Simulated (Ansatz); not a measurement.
# How far each method lies from full CI for HSiMg, quartet

Geometry: a PBE0/def2-TZVP stationary point for this spin, not checked as a minimum.

```xyz
3

Si    0.0000    0.0000    0.3275
Mg    0.0000    0.0000   -2.1517
H     0.0000    0.0000    1.8241
```

Basis 6-31G; Ansatz 0.2.0. Only valence electrons are correlated (noble-gas cores frozen), which leaves 7 electrons in 18 orbitals. Prefix R: restricted or restricted open-shell reference; prefix U: unrestricted. Active spaces: valence = (7e, 9o) chosen from the atoms' valence shells; pair = (5e, 5o) about the gap. The metal's outer-core shells are frozen, which leaves out core–valence correlation.

Full CI is exact within this basis and frozen core; it isn't the basis-set limit. The frozen core follows each run's orbitals, which can shift R against U totals by a few meV.

For open shells CISD and CISDTQ are restricted-active-space CI with the open shells as a complete middle space.

```
UHF ⟨S²⟩                          : 3.775
T1 diagnostic (RCCSD)             : 0.0335
largest doubles amplitude (RCCSD) : 0.046
T1 diagnostic (UCCSD)             : 0.0262
```

| level | E − E(RHF) (eV) |
| --- | --- |
| UHF | -0.1320 |
| RMP2 | -1.0996 |
| UMP2 | -1.1226 |
| RCCSD | -1.5852 |
| UCCSD | -1.5878 |
| RCCSD(T) | -1.6201 |
| UCCSD(T) | -1.6199 |

Q: Estimate how far full CI in 6-31G lies from RCCSD(T). The table doesn't fix it; the size of (T) and the diagnostics are the guide.

A: Full CI in 6-31G lies 1.6 kJ/mol below RCCSD(T), which is 47 % of the (T) step (-3.4 kJ/mol). T1 is raised, and the rest is a large part of (T).

The other levels:

```
                   level  E − E(full CI) (kJ/mol)  share of correlation (%)  wall time
                    CISD                      8.2                     94.82     0.72 s
                 BCCD(T)                      1.8                     98.88     0.72 s
                  RCCSDT                      0.1                     99.93          –
                  UCCSDT                      0.1                     99.97          –
                  CISDTQ                      0.1                     99.93        6 s
               RCCSDT(Q)                      0.0                     99.99      2.3 s
               UCCSDT(Q)                     -0.1                    100.04        2 s
                 RCCSDTQ                      0.0                    100.00       12 s
                 UCCSDTQ                     -0.1                    100.03       13 s
     CASSCF (pair space)                    110.8                     29.79          –
     NEVPT2 (pair space)                     42.5                     73.07     0.66 s
  CASSCF (valence space)                     45.2                     71.36          –
  NEVPT2 (valence space)                     14.3                     90.91      2.4 s
  MRCISD (valence space)                      1.8                     98.85          –
MRCISD+Q (valence space)                      1.1                     99.32        4 s
```

The correlation energy at full CI, counted from RHF, is -1.636 eV. That run took 3.2 s on 1 thread of Intel Xeon, shared host over 331,072 determinants.

Times hold each run's SCF and search for its determinant on a shared host, so for small cases they say little of a method's own cost; they ran on 1 thread of Intel Xeon. Some runs computed forces too.

The full-CI state has the irrep A2 of C2v, in the program's axes (one component, if the state is degenerate).

Natural occupations of full CI about the gap: 1.963 1.945 0.992 0.990 0.990 0.044 0.020 0.020 0.015 0.006; effectively unpaired electrons, Σ n²(2−n)², 3.03.
